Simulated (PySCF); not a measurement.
# LiP: one state, many levels of theory

State: ³Σ⁻ (triplet), unpaired electrons π ↑↑. Set-up: PySCF, no relativity, basis sets Li def2-TZVP, P def2-TZVP. De refers to Li + P in their high-spin ground configurations, without counterpoise correction. The functionals are run spin-unrestricted. A positive dipole means Li(−)P(+).

```
      Level  Re (Å)  ωe (cm⁻¹)  De (eV)  μ (D)  CPU s a point (SCF and correlation, without the integrals)
        UHF   2.346        495     0.71  -7.42                                                        0.11
    UHF-MP2   2.337        491     1.38    n/a                                                        0.17
UHF-SCS-MP2   2.339        489     1.44    n/a                                                         n/a
   UHF-CCSD   2.334        492     1.47    n/a                                                         n/a
UHF-CCSD(T)   2.336        488     1.51    n/a                                                         1.9
        PBE   2.338        475     1.81  -6.37                                                        0.46
     PBEsol   2.335        476     1.87  -6.44                                                        0.28
       PW91   2.337        475     1.85  -6.35                                                         0.3
     r²SCAN   2.339        483     1.77  -6.92                                                        0.67
       PBE0   2.323        493     1.74  -6.79                                                        0.71
    LC-ωPBE   2.303        517     1.72  -7.21                                                        0.56
     B2PLYP   2.327        491     1.72  -6.93                                                         0.4
```

The bond length runs from 2.303 Å (LC-ωPBE) to 2.346 Å (UHF). De spans 0.71 eV (UHF, mean field) to 1.87 eV (PBEsol, GGA). Correlation at CCSD(T) changes the Hartree–Fock bond energy by +0.80 eV; the triples alone change it by +0.04 eV.

Correlated steps freeze 5 core orbitals. B2PLYP dipoles, levels and charges come from its SCF part alone. The state was picked by a PBE0 search and need not be the measured ground state.

The whole job (state search and all levels along the bond) took about 1.4 min on 1 thread of Intel Xeon Platinum 8488C (shared host), peak memory 0.65 GiB.
